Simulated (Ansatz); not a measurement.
**Two structures, one formula**

Two isomers of AlSiNH7 (charge +1), singlet, relaxed at PBE0-D4/def2-TZVP (vibrations not checked).

A:

```
10
angstrom
N 1.1120 -0.9768 0.8704
Al 0.5973 0.1136 -0.7428
Si -1.6409 1.0846 -0.6005
H -2.1920 0.7409 0.7351
H -1.4990 2.5507 -0.7667
H -2.4497 0.4815 -1.6873
H 1.8656 -0.0003 -1.6597
H 1.3209 -1.9441 0.6161
H 0.4051 -1.0116 1.6044
H 1.9686 -0.6240 1.3015
```

B:

N1  (0.020, -0.615, -0.192)
Si2  (-1.087, 0.812, -0.637)
Al3  (1.424, -0.227, 1.118)
H4  (-2.053, 0.295, -1.622)
H5  (-0.145, 1.816, -1.170)
H6  (-1.679, 1.197, 0.658)
H7  (0.444, -0.965, -1.054)
H8  (-0.571, -1.374, 0.156)
H9  (0.888, -0.471, 2.563)
H10  (2.714, 0.262, 0.389)
(Å)

Computed with Ansatz 0.2.0 (basis: def2-TZVPP); correlated methods freeze the cores. B3LYP uses VWN-RPA correlation.

Problem. Which structure is lower at CCSD(T), and by how much? (To be estimated.)

Solution. By the calculation: B, by 18.6 kJ/mol (electronic energy, against the other). By their contacts, A is AlSiNH₇ ([NH3][AlH][SiH3]), total charge +1 and B is AlSiNH₇ ([AlH2][NH2][SiH3]), total charge +1.

Problem. Do the other methods give the same order? (A judgement: the text doesn't fix the answer.)

Solution. The calculation gives: Not all: PBE-D4 gives the other order.

```tsv
method	E(B) − E(A) (kJ/mol)
PBE-D4	2.8
r2SCAN-D4	-9.9
PBE0-D4	-2.4
B3LYP-D4	-17.3
wB97M-V	-22.8
HF	-29.9
MP2	-27.4
CCSD	-20.1
CCSD(T)	-18.6
```

No T1 diagnostic of these runs exceeds 0.011.

Labels in which every atom is bracketed show which atoms are joined, not bond orders.
